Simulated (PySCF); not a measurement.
```xyz
8

C      0.9864    -0.0398     0.0481
Si    -0.8861     0.0357    -0.0432
H      1.3456     0.3566     0.9996
H      1.4387     0.5458    -0.7543
H      1.3390    -1.0686    -0.0442
H     -1.4954    -0.7616     1.0494
H     -1.3686    -0.5041    -1.3380
H     -1.3597     1.4360     0.0827
```

Charge 0, multiplicity 1.

Q: Give the Mulliken and meta-Löwdin atomic charges from PBE-D3(BJ)/def2-TZVPD // B3LYP-D3(BJ)/def2-TZVPD in PySCF.

A: 
| atom | Mulliken (e) | meta-Löwdin (e) |
|---|---|---|
| C1 | -0.59 | -0.59 |
| Si2 | 0.05 | 0.45 |
| H3 | 0.20 | 0.14 |
| H4 | 0.20 | 0.14 |
| H5 | 0.20 | 0.14 |
| H6 | -0.02 | -0.09 |
| H7 | -0.02 | -0.09 |
| H8 | -0.02 | -0.09 |
